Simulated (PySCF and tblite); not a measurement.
Results of a calculation; reference values are marked as such.
System: C3H7NS, numbered as in [CH2:1]1[CH2:2][S:3][CH2:4][NH:5]1.

Motion: pyramidal inversion at N5. GFN2-xTB gives an electronic barrier of 7.9 kcal/mol and a reaction energy of 4.7 kcal/mol.

Problem. What does B3LYP/pcSseg-1 + D3(BJ) give on PBE0-D3(BJ)/def2-SVP geometries?

Solution. A barrier of 7.5 kcal/mol, 0.5 below the tight-binding barrier (from unrounded values), a reaction energy of 4.1 kcal/mol and, with GFN2-xTB thermal terms, ΔG‡(298 K) = 6.0 kcal/mol and k = 2.3×10⁸ s⁻¹ (1 equivalent path).

Problem. And the level of the geometries itself, PBE0-D3(BJ)/def2-SVP?

Solution. 6.7 kcal/mol.

Programs: tblite and PySCF.
